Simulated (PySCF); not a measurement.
SiH₄, SMILES [SiH4]. Atoms are numbered in the order given.

```xyz
5

Si     0.0000     0.0000     0.0000
H      0.8559    -0.8559    -0.8559
H     -0.8559    -0.8559     0.8559
H     -0.8559     0.8559    -0.8559
H      0.8559     0.8559     0.8559
```
Charge 0, spin multiplicity 1.

Geometry optimised at ωB97X-D3(BJ)/def2-TZVPD. The isomer is the one that the SMILES or the coordinates give; other isomers of the formula were not compared.

All values below come from PBE/pcJ-1 (PySCF).

Isotropic couplings with Fermi-contact, spin-dipole and both spin-orbit terms, one fixed conformer, no vibrational averaging. Isotopes: 1H, 29Si.

```
pair    bonds apart  J (Hz)
------  -----------  ------
Si1–H2            1  -192.7
Si1–H3            1  -192.7
Si1–H4            1  -192.7
Si1–H5            1  -192.7
H2–H3             2       …
H2–H4             2       …
H2–H5             2       …
H3–H4             2       …
H3–H5             2       …
H4–H5             2       …
```

Q: Fill in the missing entries. (Estimate from the structure and the level; the computed values follow.)

A: 
- H2–H3, J (Hz): -0.8
- H2–H4, J (Hz): -0.8
- H2–H5, J (Hz): -0.8
- H3–H4, J (Hz): -0.8
- H3–H5, J (Hz): -0.8
- H4–H5, J (Hz): -0.8
